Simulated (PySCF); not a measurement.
Molecule: SMILES C1CC(N)CC1, C$_{5}$H$_{11}$N.

Molfile (atoms numbered from 1):
```
C5H11N
     RDKit          3D

 17 17  0  0  0  0  0  0  0  0999 V2000
    2.1632    0.0598    0.7094 N   0  0  0  0  0  0  0  0  0  0  0  0
    0.7297    0.1933    0.5850 C   0  0  0  0  0  0  0  0  0  0  0  0
    0.0172   -1.1504    0.4446 C   0  0  0  0  0  0  0  0  0  0  0  0
   -1.4097   -0.7909    0.0186 C   0  0  0  0  0  0  0  0  0  0  0  0
   -1.3081    0.5940   -0.6737 C   0  0  0  0  0  0  0  0  0  0  0  0
    0.1758    0.9720   -0.6170 C   0  0  0  0  0  0  0  0  0  0  0  0
    2.5445   -0.3551   -0.1409 H   0  0  0  0  0  0  0  0  0  0  0  0
    2.5994    0.9756    0.7972 H   0  0  0  0  0  0  0  0  0  0  0  0
    0.3611    0.6796    1.5085 H   0  0  0  0  0  0  0  0  0  0  0  0
    0.0705   -1.7537    1.3625 H   0  0  0  0  0  0  0  0  0  0  0  0
    0.5258   -1.7275   -0.3491 H   0  0  0  0  0  0  0  0  0  0  0  0
   -2.0671   -0.7293    0.8998 H   0  0  0  0  0  0  0  0  0  0  0  0
   -1.8482   -1.5558   -0.6393 H   0  0  0  0  0  0  0  0  0  0  0  0
   -1.9158    1.3371   -0.1343 H   0  0  0  0  0  0  0  0  0  0  0  0
   -1.6898    0.5759   -1.7054 H   0  0  0  0  0  0  0  0  0  0  0  0
    0.7028    0.6191   -1.5220 H   0  0  0  0  0  0  0  0  0  0  0  0
    0.3496    2.0575   -0.5451 H   0  0  0  0  0  0  0  0  0  0  0  0
  1  2  1  0
  2  3  1  0
  3  4  1  0
  4  5  1  0
  5  6  1  0
  6  2  1  0
  1  7  1  0
  1  8  1  0
  2  9  1  0
  3 10  1  0
  3 11  1  0
  4 12  1  0
  4 13  1  0
  5 14  1  0
  5 15  1  0
  6 16  1  0
  6 17  1  0
M  END
```

Geometry PBE0-D3(BJ)/def2-SVP throughout; GIAO in PySCF 2.14, gas phase, one conformer, non-relativistic; equivalent atoms averaged; functional PBE0.

Question: How do the shifts δ (against NH3, TMS at the same level) depend on the basis set? (a selection of nuclei; ppm; last column core-seconds on shared hosts with different chips, so compare them loosely)

Answer: 
| basis set | functions | N1 | C2 | C3/C6 | C4/C5 | H10/H17 | H12/H14 | H13/H15 | H11/H16 | H7/H8 | core-s |
| --- | --- | --- | --- | --- | --- | --- | --- | --- | --- | --- | --- |
| STO-3G | 41 | 15.0 | 51.6 | 33.8 | 29.9 | 1.20 | 1.18 | 1.14 | 0.78 | -0.49 | 3.5 |
| 6-31G | 76 | 35.2 | 54.5 | 38.4 | 23.8 | 1.80 | 1.68 | 1.62 | 1.08 | -0.06 | 7.3 |
| pcSseg-0 | 76 | 40.5 | 58.4 | 39.9 | 23.3 | 1.64 | 1.49 | 1.48 | 0.88 | -0.50 | 7.9 |
| 6-31G* | 106 | 34.6 | 53.6 | 36.8 | 22.6 | 1.75 | 1.56 | 1.59 | 1.00 | -0.09 | 10 |
| def2-SVP | 139 | 40.0 | 54.5 | 37.6 | 21.5 | 1.52 | 1.35 | 1.40 | 0.72 | -0.14 | 14 |
| cc-pVDZ | 139 | 42.7 | 57.3 | 39.6 | 23.9 | 1.65 | 1.47 | 1.56 | 0.82 | -0.15 | 21 |
| pcSseg-1 | 157 | 47.9 | 57.8 | 39.9 | 23.6 | 1.70 | 1.55 | 1.59 | 0.79 | 0.17 | 16 |
| 6-311+G(2d,p) | 228 | 46.2 | 57.9 | 40.1 | 23.5 | 1.76 | 1.57 | 1.66 | 0.90 | 0.12 | 29 |
| aug-cc-pVDZ | 237 | 45.2 | 57.2 | 39.6 | 22.9 | 1.84 | 1.63 | 1.76 | 0.95 | 0.30 | 41 |
| def2-TZVP | 252 | 48.0 | 59.5 | 40.9 | 24.1 | 1.77 | 1.60 | 1.67 | 0.93 | 0.08 | 36 |
| IGLO-III | 320 | 47.5 | 60.3 | 41.8 | 24.5 | 1.78 | 1.61 | 1.69 | 0.95 | 0.25 | 84 |

Question: Which nucleus among those listed moves most, in ppm?

Answer: N1 (amine nitrogen): from 15.0 ppm with STO-3G to 48.0 ppm with def2-TZVP. The smallest spread is 0.36 ppm, at H11/H16. Proton shifts span only some 12 ppm, so a few tenths of a ppm matter as much there as several ppm in carbon.

Question: Taking the largest basis, IGLO-III (320 functions), as the yardstick, rank the others by their worst heavy-atom deviation.

Answer: def2-TZVP 0.9 ppm (252 functions), 6-311+G(2d,p) 2.4 ppm (228 functions), pcSseg-1 2.5 ppm (157 functions), aug-cc-pVDZ 3.1 ppm (237 functions), cc-pVDZ 4.8 ppm (139 functions), pcSseg-0 7.0 ppm (76 functions), def2-SVP 7.5 ppm (139 functions), 6-31G 12.3 ppm (76 functions), 6-31G* 12.9 ppm (106 functions), STO-3G 32.5 ppm (41 functions).

A small basis that lands close on one nucleus may do so by chance; judge by the trend and by all nuclei.
